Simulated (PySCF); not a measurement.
**HCN: PBE0 against B3LYP**

Base calculation in PySCF with density fitting and no spin–orbit coupling, PBE0/def2-TZVP (no relativity): singlet, C∞v, C–H 1.069 Å, C–N 1.146 Å; H–C–N 180.0°; wavenumbers 776 (×2), 2224, 3459 cm⁻¹; dipole moment 3.03 D, gap between the highest occupied and lowest empty levels 10.75 eV, polar-tensor charge of C -0.06 e, atomisation energy (no zero-point energy) 1300 kJ/mol.

What changes on going to B3LYP/def2-TZVP (no relativity)?

The point group stays the same. Changes: mean bond to C -0.001 Å, smallest bond angle 0.0 degrees, highest wavenumber -12 cm⁻¹, lowest wavenumber -9 cm⁻¹, dipole moment 0.00 D, gap between the highest occupied and lowest empty levels -0.60 eV, polar-tensor charge of C 0.00 e, atomisation energy (no zero-point energy) +9 kJ/mol. The new structure has C–H 1.067 Å, C–N 1.146 Å; H–C–N 180.0°, with wavenumbers 767 (×2), 2204, 3447 cm⁻¹.

The structures come from searches over a few start shapes, so lower isomers are not excluded.
